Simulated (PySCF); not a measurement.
Compound: 1-pentanethiol, C5H12S.
SMILES with atom numbers: `[CH3:1][CH2:2][CH2:3][CH2:4][CH2:5][SH:6]` (hydrogens: H7, H8, H9 on C1; H10, H11 on C2; H12, H13 on C3; H14, H15 on C4; H16, H17 on C5; H18 on S6)

Cartesian coordinates in Å at the GFN2-xTB level; atoms count from 1:
```
atom  x, y, z in Å
C1    -2.7677    0.3727    0.2541
C2    -1.3844    0.7075   -0.2895
C3    -0.3288   -0.2801    0.2028
C4     1.0591    0.0581   -0.3385
C5     2.1050   -0.9223    0.1651
S6     3.7718   -0.5561   -0.4898
H7    -3.5043    1.0856   -0.1084
H8    -2.7676    0.4018    1.3415
H9    -3.0697   -0.6236   -0.0610
H10   -1.1066    1.7175    0.0210
H11   -1.4093    0.6930   -1.3814
H12   -0.3044   -0.2675    1.2954
H13   -0.6041   -1.2900   -0.1101
H14    1.0435    0.0374   -1.4305
H15    1.3314    1.0711   -0.0293
H16    1.8902   -1.9348   -0.1763
H17    2.1662   -0.9214    1.2539
H18    3.8711    0.6574    0.0495
```

The closed-shell SCF was solved with PySCF and density fitting under several settings on one GFN2-xTB geometry (grid level 2 and gas phase unless stated).

| settings | basis functions | SCF cycles | E (Eh) | HOMO (eV) | LUMO (eV) | dipole (D) |
| --- | --- | --- | --- | --- | --- | --- |
| PBE0/pcSseg-1 | 169 | 12 | -595.5222 | -6.69 | 0.71 | 1.95 |
| PBE0/def2-SVPD | 223 | 12 | -595.3196 | -6.74 | 0.28 | 1.95 |
| HCTH407/pcseg-1, IEF-PCM methanol, grid level 1, energy threshold 1e-11 Eh | 148 | 12 | -595.9716 | -5.77 | -0.33 | 2.47 |

Question: Estimate the row for these settings: KT2/aug-cc-pVDZ.

Answer: 
```json
{"settings": "KT2/aug-cc-pVDZ", "basis functions": "250", "SCF cycles": "13", "E (Eh)": "-602.5475", "HOMO (eV)": "-5.56", "LUMO (eV)": "-0.77", "dipole (D)": "1.90"}
```

Question: Over all rows, what range does the HOMO–LUMO gap span?

Answer: From 4.79 eV (KT2/aug-cc-pVDZ) to 7.40 eV (PBE0/pcSseg-1). The functional of the narrowest has no exact exchange, that of the widest 25 % exact exchange.

Question: And the dipole moment?

Answer: From 1.90 D (KT2/aug-cc-pVDZ) to 2.47 D (HCTH407/pcseg-1, IEF-PCM methanol, grid level 1, energy threshold 1e-11 Eh); the largest is 1.30 times the smallest, and the median is 1.95 D.

Question: Compare two rows with the functional PBE0: PBE0/pcSseg-1 and PBE0/def2-SVPD. Which energy is lower, and by how much?

Answer: PBE0/pcSseg-1 (169 functions) lies 0.2026 Eh or 127 kcal/mol below PBE0/def2-SVPD (223 functions). The smaller set gives the lower energy; the two sets aren't nested, so the variational bound doesn't order them by size.

Cycle counts include a coarse-grid stage where the run had one. KT2 was designed for NMR shieldings or shifts; total energies of different functionals aren't comparable. The structure is a single GFN2-xTB conformer; no vibrational corrections.
